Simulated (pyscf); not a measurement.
Four-centre exchange: F–Ge(F)(F)–F + ammonia (NH₃) → hydrogen fluoride (HF) + H₂N–Ge(F)(F)–F

Gas phase, singlet surface, charge 0. Bonds broken: F1–Ge2, N6–H7. Bonds formed: F1–H7, Ge2–N6. PySCF, gas phase, ωB97X-D3(BJ)/def2-SVP geometries.

Transition state (Å):

```xyz
9

F     -1.7072    -0.9170     0.0248
Ge    -0.0063     0.2478    -0.2568
F      1.3733     1.2964    -0.1722
F     -0.9214     1.0943    -1.4304
F      0.7833    -1.2135    -0.6718
N     -0.6179     0.3767     1.5391
H     -1.5034    -0.4402     1.0351
H      0.0567     0.0297     2.2228
H     -0.8974     1.3217     1.8074
```

One imaginary mode, 737i cm⁻¹; descent along it reached the two sides named, in the forms told below.

```json
[
 {"bond": "F1–Ge2", "change": "breaks", "reactant side (Å)": "1.734", "saddle": "2.081", "product side": "2.8"},
 {"bond": "N6–H7", "change": "breaks", "reactant side (Å)": "1.021", "saddle": "1.306", "product side": "1.804"},
 {"bond": "F1–H7", "change": "forms", "reactant side (Å)": "2.399", "saddle": "1.136", "product side": "0.944"},
 {"bond": "Ge2–N6", "change": "forms", "reactant side (Å)": "2.142", "saddle": "1.902", "product side": "1.819"}
]
```

Electronic energies relative to the separated reactants (kJ/mol):

| level | barrier | reaction energy | reverse barrier |
|---|---|---|---|
| ωB97X-D3(BJ)/def2-TZVP | 36.8 | +25.3 | 11.5 |
| PBE/def2-TZVP | 27.3 | +32.6 | -5.4 |
| r²SCAN/def2-TZVP | 28.3 | +34.7 | -6.4 |
| B3LYP-D3(BJ)/def2-TZVP | 40.0 | +29.2 | 10.8 |
| PBE0-D3(BJ)/def2-TZVP | 29.0 | +24.5 | 4.4 |
| M06-2X/def2-TZVP | 37.9 | +28.6 | 9.3 |
| ωB97M-D3(BJ)/def2-TZVP | 40.8 | +28.2 | 12.6 |
| HF/def2-TZVP | 108.7 | +34.0 | 74.7 |

With ωB97M-D3(BJ)/def2-TZVP energies and thermal terms (ideal gas, 1 atm, RRHO with modes under 100 cm⁻¹ raised to 100, one conformer, R ln 2 for chiral ones without a mode under 150 cm⁻¹), in kJ/mol:

```csv
T (K),ΔH‡,ΔG‡,ΔH,ΔG
298,35.5,76.8,+24.9,+18.7
600,36.4,118.6,+28.4,+11.2
900,39.2,159.2,+31.2,+1.9
1200,42.6,198.7,+33.3,-8.2
```

On the reactant side the descent ends in an adduct with a Ge–N contact, 87.3 kJ/mol under the separated species and 124.1 kJ/mol under the saddle at ωB97X-D3(BJ)/def2-TZVP. On the product side the descent ends in a complex, 22.6 kJ/mol under the separated species and 34.1 kJ/mol under the saddle at ωB97X-D3(BJ)/def2-TZVP. At PBE, r²SCAN the saddle lies under the separated products, which points to a path from their complex (located at ωB97X-D3(BJ) alone), and parting the products costs more than the saddle. What is counted as formed (Ge–N) is already present as a longer contact in the reactant adduct; forming that adduct is a step of its own. This is the saddle that the search found; another between the same sides may lie lower. Elements up to Kr have no core potential and no relativistic terms here.
